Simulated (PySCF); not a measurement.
**Two probes of the same atoms: core binding energy and nuclear shielding**

Species: C5H6P (charge -1).
Z-matrix (Å and degrees, GFN2-xTB geometry), rows numbered from 1:
```
C 
C   1  1.2114
P   2  1.7333  1  173.94
C   3  1.8510  2   97.25  1   170.59
C   4  1.4997  3  124.14  2    37.01
C   4  1.4996  3  124.20  2   -37.38
H   1  1.0531  2  176.88  3   159.03
H   4  1.0896  3  109.47  2   179.72
H   5  1.0809  4  117.49  6   107.01
H   5  1.0853  4  119.20  6  -107.92
H   6  1.0808  4  117.47  5  -107.10
H   6  1.0853  4  119.22  5   107.93
```

Binding energies: delta-SCF UKS SCAN, pcX-2 on the ionised atom, pcseg-1 elsewhere, spin-free X2C (PySCF). Shieldings: GIAO PBE0/pcSseg-1, non-relativistic, same geometry.

```json
{"atom": "C1", "C 1s (eV)": "283.81"}
{"atom": "C2", "C 1s (eV)": "284.59"}
{"atom": "C4", "C 1s (eV)": "285.53"}
{"atom": "C5", "C 1s (eV)": "285.82"}
```

**Question.** What are the absolute isotropic shieldings of these atoms?

**Answer.** 
| atom | environment | C 1s (eV) | isotropic shielding (ppm) |
| --- | --- | --- | --- |
| C1 | terminal alkyne carbon | 283.81 | 92.6 |
| C2 | alkyne carbon | 284.59 | 71.8 |
| C4 | sp3 carbon bound to phosphorus | 285.53 | 179.5 |
| C5 | three-membered-ring carbon | 285.82 | 179.3 |

**Question.** Among the listed atoms, is the one with the highest binding energy also the least shielded?

**Answer.** No. The highest binding energy is at C5 (285.82 eV, shielding 179.3 ppm), the lowest shielding at C2 (71.8 ppm, 284.59 eV).

By binding energy: C1 < C2 < C4 < C5. By shielding: C2 < C1 < C5 ≈ C4.

Of atoms equivalent by bonding only the ionised one is listed; its partners' own values can differ in this conformer. The species carries charge -1, so core ionisation leaves a neutral species. The basis sets have no added diffuse functions. Isolated species at its GFN2-xTB geometry (one conformer only).
